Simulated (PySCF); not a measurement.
ethanethiol (C₂H₆S), SMILES SCC. Atoms are numbered in the order given.

```xyz
9

C     -1.4424     0.7545    -0.3609
C     -0.4922    -0.4271    -0.4898
S      1.0222    -0.2517     0.4912
H     -2.3551     0.5787    -0.9380
H     -0.9769     1.6698    -0.7352
H     -1.7153     0.9187     0.6833
H     -0.9577    -1.3403    -0.1117
H     -0.2253    -0.6107    -1.5319
H      1.4828     0.8466    -0.1214
```

Coordinates come from a ωB97X-D3(BJ)/def2-TZVP optimisation. The values are those of a single conformer.

These are PBE/def2-TZVPD (PySCF) values and carry that method's errors.

Computed frontier levels, gap, dipole moment and polarisability:
```yaml
highest_occupied_level: -5.57 eV
lowest_empty_level: -0.70 eV
orbital_gap: 4.87 eV
dipole_moment: 1.66 D
quadrupole, principal values (traceless, Buckingham form, about the centre of nuclear charge): -3.03, -1.11, 4.14 D·Å
mean_static_polarisability: 51.2 bohr³ (7.58 Å³)
polarisability_principal_values: 44.9, 48.1, 60.5 bohr³
```
